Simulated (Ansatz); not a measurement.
# CH4OS2: the cost of one run

Program: Ansatz 0.2.0. Level of theory: RKS LDA/6-31G. These are calculated values, not measurements.

## Step 1: The structure to begin with

Bond lengths: O1–C2 1.366 Å, C2–S3 1.831 Å, C2–S4 1.866 Å, O1–H5 0.966 Å, C2–H6 1.097 Å, S3–H7 1.334 Å, S4–H8 1.330 Å. Angles: O1–C2–S3 105.7°, O1–C2–S4 110.2°, O1–C2–H6 113.7°, S3–C2–S4 113.0°, S3–C2–H6 108.2°, S4–C2–H6 106.1°, C2–O1–H5 111.0°, C2–S3–H7 95.2°, C2–S4–H8 95.9°.

Structure file:

```xyz
8

O    -0.4156    1.3236   -0.8930
C    -0.0451    0.3227   -0.0398
S     1.7672    0.1500   -0.2353
S    -0.9752   -1.2443   -0.4420
H    -1.3750    1.4339   -0.9020
H    -0.2574    0.5415    1.0144
H     1.9296   -0.6317    0.8333
H    -0.6285   -1.8957    0.6644
```

## Step 2: Relaxing end A

Input file input.yaml:

```yaml
crystal:
  periodic: [false, false, false]
  atoms:
    - { symbol: O, position_ang: [-0.41557, 1.32362, -0.89303] }
    - { symbol: C, position_ang: [-0.04514, 0.32272, -0.03983] }
    - { symbol: S, position_ang: [1.76717, 0.15, -0.2353] }
    - { symbol: S, position_ang: [-0.97517, -1.24432, -0.44199] }
    - { symbol: H, position_ang: [-1.37496, 1.43385, -0.90199] }
    - { symbol: H, position_ang: [-0.25741, 0.54152, 1.0144] }
    - { symbol: H, position_ang: [1.92956, -0.6317, 0.83331] }
    - { symbol: H, position_ang: [-0.62849, -1.89571, 0.66445] }
basis:
  gaussian: { orbitals: "6-31G" }
hamiltonian:
  xc: lda
relax:
  f_tol: 0.02
  max_steps: 50
output:
  orbitals: {}
```

Launch:

```
> ansatz run input.yaml --threads 1 --pin off --max-ram 2048MiB --backend cpu --events-out ev --progress --plain --runs-dir out
```

Q: Estimate wall time and peak memory on 1 thread of AMD EPYC 9R14 (Zen 4), shared host.

About 26 s, with a peak of 0.14 GiB.
